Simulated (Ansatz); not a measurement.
Born–Oppenheimer molecular dynamics of F2 (2 atoms, charge 0, multiplicity 1). It starts from a relaxed structure.

The calculation used UKS PBE0-D4/def2-SVP (Ansatz 0.2.0).

```
ensemble                      : NVE (velocity Verlet)
time step                     : 1 fs
steps asked                   : 150
starting velocities drawn for : 1500 K
seed                          : 518863
```

First frame:

```xyz
2
Properties=species:S:1:pos:R:3
F -0.584 0.213 -0.295
F 0.584 -0.213 0.295
```

(1) What does the run give?

(2) What happens to the structure?

(3) How do temperature and energy run in time?

Answers

(1) The run went to its last step.

- steps done: 150
- time covered: 150 fs
- mean temperature over the second half: 755 K
- spread of the potential energy over the second half: 11.6 meV per atom
- mean potential energy of the second half above the start: 16.2 meV per atom

The conserved energy stayed within 0.37 meV per atom of its start (net change 0.27 meV per atom), so the integration is sound. The temperature averaged 0.50 of the 1500 K drawn at the start: a run that starts near a minimum puts about half its kinetic energy into the potential. A run of 0.15 ps of so small a system gives no equilibrium averages.

(2) The same pairs are bonded in the first frame and the last. Pairs count as bonded within 1.25 times the sum of covalent radii (0.12 Å more for H–H). The details hang on the random start.

(3) 
| time (fs) | T (K) | potential energy less start (eV) | conserved less start (meV/atom) |
| --- | --- | --- | --- |
| 0.0 | 1500 | 0.000 | 0.00 |
| 5.0 | 482 | 0.044 | 0.23 |
| 10.0 | 135 | 0.059 | 0.29 |
| 15.0 | 1344 | 0.007 | 0.06 |
| 20.0 | 861 | 0.028 | 0.12 |
| 25.0 | 103 | 0.061 | 0.33 |
| 30.0 | 1435 | 0.003 | 0.00 |
| 35.0 | 763 | 0.032 | 0.18 |
| 40.0 | 21 | 0.064 | 0.31 |
| 45.0 | 1119 | 0.017 | 0.11 |
| 50.0 | 1171 | 0.014 | 0.05 |
| 55.0 | 2 | 0.065 | 0.37 |
| 60.0 | 1242 | 0.011 | 0.03 |
| 65.0 | 1047 | 0.020 | 0.13 |
| 70.0 | 7 | 0.065 | 0.31 |
| 75.0 | 841 | 0.029 | 0.17 |
| 80.0 | 1395 | 0.005 | 0.00 |
| 85.0 | 61 | 0.063 | 0.35 |
| 90.0 | 951 | 0.024 | 0.10 |
| 95.0 | 1290 | 0.009 | 0.07 |
| 100.0 | 95 | 0.061 | 0.30 |
| 105.0 | 555 | 0.041 | 0.22 |
| 110.0 | 1496 | 0.000 | 0.00 |
| 115.0 | 267 | 0.054 | 0.28 |
| 120.0 | 614 | 0.039 | 0.19 |
| 125.0 | 1452 | 0.002 | 0.02 |
| 130.0 | 274 | 0.053 | 0.27 |
| 135.0 | 301 | 0.052 | 0.27 |
| 140.0 | 1464 | 0.002 | 0.02 |
| 145.0 | 573 | 0.040 | 0.20 |
| 150.0 | 300 | 0.052 | 0.27 |

The run took 37 s on 1 thread of Intel(R) Xeon(R) 6975P-C (Granite Rapids), with other jobs on the host, peak memory 0.098 GiB.
